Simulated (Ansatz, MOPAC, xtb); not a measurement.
Barrier height from O + CH4 (SMILES C) to the transition structure CH4O, without zero-point energy, on the benchmark's geometries as Psi4's copy of the set gives them.
Transition structure (charge 0, multiplicity 3):
| atom | x (Å) | y (Å) | z (Å) |
|---|---|---|---|
| C | 0.0003 | -1.1423 | 0.0000 |
| H | -1.0560 | -1.3847 | 0.0000 |
| H | 0.5202 | -1.4074 | 0.9124 |
| H | 0.5202 | -1.4074 | -0.9124 |
| H | 0.0116 | 0.1601 | 0.0000 |
| O | 0.0003 | 1.3616 | 0.0000 |

Open shells are unrestricted; no spin–orbit coupling.

The state that PM7 reach isn't checked; PM7 holds dispersion and hydrogen-bond terms.

The values were computed with Ansatz (a quantum-chemistry and plane-wave program) with Gaussian orbitals; MOPAC for PM7 (differences of heats of formation); xtb for the GFN methods.  The GFN methods have no spin term and hold the electronic entropy of 300 K.

Q: One of these levels gives -10.03 kcal/mol for the barrier height. Which one is it?
A) HF/aug-cc-pVTZ
B) PM7
C) SVWN5/def2-TZVPPD
D) GFN2-xTB

A: C, SVWN5/def2-TZVPPD. The others give 8.65 (PM7), -34.69 (GFN2-xTB), 35.61 (HF/aug-cc-pVTZ)
